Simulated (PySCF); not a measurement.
Species: C₄H₈N (doublet state).
Geometry (GFN2-xTB, Å), atoms numbered from 1 in this order:
```xyz
13
C4H8N angstrom
C      1.9538   -0.3599   -0.7386
C      1.1047    0.2268    0.0442
C     -0.2343    0.0599    0.6249
C     -1.1471    1.2168    0.2140
N     -0.8655   -1.2042    0.2328
H      2.9073    0.0946   -0.9700
H      1.8099   -1.3315   -1.2202
H     -0.1492    0.0423    1.7194
H     -0.7525    2.1574    0.5877
H     -1.2136    1.2726   -0.8705
H     -2.1420    1.0566    0.6196
H     -0.2940   -1.9933    0.5140
H     -0.9820   -1.2377   -0.7750
```

The hyperfine couplings belong to this conformer and change with its torsions.

Identity: `[C]([C@H](N)C)=C` [radical].

Level of theory: PySCF, UKS B3LYP, pcH-1 on C H N, non-relativistic, mean-field spin-orbit, GIAO. Geometry: GFN2-xTB, one conformer, isolated molecule. Couplings are sensitive to structure, and on GFN2-xTB geometries they can be far from those on DFT ones. No stability test was run, so a lower SCF solution isn't excluded.

Q: Where do the isotropic ENDOR lines of C2, C3, C4, C1, N5, H7, H6, H8, H12/H13 and H9/H10/H11 fall at 1217.7 mT, to first order?

A: ν± = |νn ± a/2|, one line for each electron-spin manifold; νn = |g_N| × 7.62259 MHz/T × B.

```tsv
nuclei	isotope	g_N	νn (MHz)	a_iso (MHz)	lower line (MHz)	upper line (MHz)
C2	13C	1.4048	13.04	235.67	104.79	130.87
C3	13C	1.4048	13.04	20.56	2.76	23.32
C4	13C	1.4048	13.04	6.15	9.97	16.11
C1	13C	1.4048	13.04	-3.78	11.15	14.93
N5	14N	0.4038	3.75	1.24	3.13	4.37
H7	1H	5.5857	51.85	167.92	32.11	135.81
H6	1H	5.5857	51.85	115.53	5.92	109.61
H8	1H	5.5857	51.85	9.01	47.34	56.35
H12/H13	1H	5.5857	51.85	-6.33	48.68	55.01
H9/H10/H11	1H	5.5857	51.85	0.56	51.56	52.13
```

The rows for 13C, of low natural abundance, apply to labelled samples.

Q: Which pairs are centred on the nuclear Larmor frequency, and which on half the coupling?

A: Centred on νn, since |a| < 2νn: C3, C4, C1, N5, H8, H12/H13 and H9/H10/H11. Centred on |a|/2 and split by 2νn: C2, H7 and H6.

Class means assume fast exchange of nuclei equivalent by connectivity; if that motion is slow, each nucleus keeps its own coupling.
